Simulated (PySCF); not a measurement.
Species: C4H3F2 (charge +1).
SMILES with atom numbers: `[F:1][CH:2]([F:3])[c:4]1[cH:5][cH+:6]1` (hydrogens: H7 on C2; H8 on C5; H9 on C6)

Cartesian coordinates in Å at the PBE0-D3(BJ)/def2-SVP level; atoms count from 1:
```xyz
9
C4H3F2 angstrom
F     -1.6857    1.1054    0.8015
C     -1.2903   -0.0883    0.3801
F     -1.3725   -0.9864    1.3536
C      0.1500    0.0089   -0.0591
C      1.1837    0.7280   -0.5887
C      1.3645   -0.5830   -0.2606
H     -1.8933   -0.4096   -0.4941
H      1.5791    1.6711   -0.9772
H      2.0125   -1.4619   -0.1936
```

Method used: PBE0-D3(BJ)/def2-SVP geometry optimisation, gas phase in PySCF 2.14.0.

Take the most abundant isotopes and a rigid rotor. The values belong to one conformer with, in the numbering `[F:1][CH:2]([F:3])[c:4]1[cH:5][cH+:6]1`, F1–C2–C4–C5 -31°.

**Question.** What are A, B and C (MHz)?

**Answer.** Ia = 67.11, Ib = 180.08, Ic = 236.75 u·Å²; 505379 MHz·u·Å²/I gives A = 7530, B = 2806, C = 2135 MHz.

**Question.** What kind of rotor is it?

**Answer.** An asymmetric top: κ = (2 × 2806 − 7530 − 2135)/(7530 − 2135) = -0.75.

**Question.** What does the inertial defect say?

**Answer.** Not planar: Δ = Ic − Ia − Ib = -10.45 u·Å². For a rigid frame Δ = −2 Σ m c², so Σ m c² = 5.22 u·Å² lies off the ab plane: 2.28 from hydrogen and 2.95 from heavier atoms. The atom farthest from that plane is 1.49 Å away.

**Question.** List the rotational levels J(Ka,Kc) to J = 4 (MHz).

**Answer.** Above 0(0,0):
J = 1: 1(0,1) 4941, 1(1,1) 9665, 1(1,0) 10337
J = 2: 2(0,2) 14756, 2(1,2) 18875, 2(1,1) 20890, 2(2,1) 35062, 2(2,0) 35128
J = 3: 3(0,3) 29317, 3(1,3) 32651, 3(1,2) 36677, 3(2,2) 49885, 3(2,1) 50214, 3(3,1) 75223, 3(3,0) 75227
J = 4: 4(0,4) 48450, 4(1,4) 50949, 4(1,3) 57638, 4(2,3) 69597, 4(2,2) 70556, 4(3,2) 95109, 4(3,1) 95138, 4(4,1) 130417, 4(4,0) 130417
Those of J = 1 are B + C, A + C and A + B.

**Question.** Which types of transition are allowed, and where do some lines up to J = 2 fall?

**Answer.** The dipole components (about the centre of mass, as the species is charged) are |μa| = 7.52 D, |μb| = 0.00 D, |μc| = 1.31 D; the mirror of this Cs structure is the ac plane, so μb vanishes by symmetry and there are no b-type lines. The squared components, which scale the intensities, stand as 1.00 : 0.03 (a : c). Some lines, for components of 0.1 D or more:

| type | branch | J(Ka,Kc) | MHz | lower level (cm⁻¹) |
| --- | --- | --- | --- | --- |
| a | Q | 1(1,0) ← 1(1,1) | 672 | 0.322 |
| a | Q | 2(1,1) ← 2(1,2) | 2015 | 0.630 |
| c | Q | 2(1,2) ← 2(0,2) | 4119 | 0.492 |
| c | Q | 1(1,1) ← 1(0,1) | 4724 | 0.165 |
| a | R | 1(0,1) ← 0(0,0) | 4941 | 0.000 |
| a | R | 2(1,2) ← 1(1,1) | 9210 | 0.322 |
| a | R | 2(0,2) ← 1(0,1) | 9815 | 0.165 |
| c | R | 1(1,0) ← 0(0,0) | 10337 | 0.000 |
| a | R | 2(1,1) ← 1(1,0) | 10554 | 0.345 |
| c | Q | 2(2,1) ← 2(1,1) | 14172 | 0.697 |
| c | R | 2(1,1) ← 1(0,1) | 15949 | 0.165 |
| c | R | 2(2,0) ← 1(1,0) | 24792 | 0.345 |
| c | R | 2(2,1) ← 1(1,1) | 25397 | 0.322 |

**Question.** Estimate the classical rotational partition function at 100 K, 200 K and 298.15 K.

**Answer.** Point group Cs, symmetry number σ = 1; q = (√π/σ)·√((kT/h)³/(ABC)), k/h = 20836.6 MHz/K: 25100 at 100 K, 71000 at 200 K, 129000 at 298.15 K.

Stationary, but not proved a minimum. These are rigid-rotor constants of the computed structure; measured ground-state constants (B0) also hold zero-point vibration.

Hardware: one thread of an AMD EPYC 7R43, no GPU, shared host. Cost: 59 s, 0.41 GiB resident at most. These figures are those of the optimisation.
